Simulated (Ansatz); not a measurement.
**SiHO+ (triplet): wave-function methods side by side, def2-QZVPP**

The task here is to estimate one member of a computed series from the others.

Program: Ansatz 0.2.0, Gaussian basis. Level of theory: def2-QZVPP, core rule «outside noble gas», up to 6 orbitals frozen. These are calculated values, not measurements.

To be run: UHF; ROHF; CCSD(T) on UHF.

### What is computed

The geometry is a PBE0/def2-TZVP stationary point (not a proven minimum) of the parent state, kept for this charge and spin.

3 atoms, charge 1, spin multiplicity 3.

Atoms are counted from 1 here; the program's logs count them from 0.

Bond lengths: Si1–O2 1.728 Å, Si1–H3 1.496 Å. Angles: O2–Si1–H3 115.5°.

The first run:

Contents of in.yaml:

```yaml
crystal:
  periodic: [false, false, false]
  atoms:
    - {symbol: Si, position_ang: [0.000000, -0.094440, 0.592147]}
    - {symbol: O, position_ang: [0.000000, 0.091474, -1.126196]}
    - {symbol: H, position_ang: [0.000000, 1.179495, 1.376770]}
basis:
  gaussian: {orbitals: "def2-QZVPP.json"}
total_charge: 1
magnetization: {spin_polarized: true, initial_magnetization: 2}
hamiltonian: {xc: hf}
output: {orbitals: {seedname: orbitals}}
```

On the command line:

```bash
ansatz run in.yaml --threads 1 --pin off --events-out ev --progress --plain --max-ram 2393MiB
```

Among the steps run: UHF; ROHF; CCSD(T) on UHF.

One table of the session follows, with a row left open; its other results are not shown here.

It belongs to the step «Misses and costs». 

| method | from UCCSD(T) (kcal/mol) |
| --- | --- |
| ROHF | ? |
| UHF | +194.26 |
| UMP2 | +20.77 |
| UCCSD | +7.40 |
| UCCSD(T) | 0 |

Q: Estimate the row for ROHF from the others.

The run gave: from UCCSD(T) (kcal/mol): +199.17. In the column «from UCCSD(T) (kcal/mol)» it is the highest.
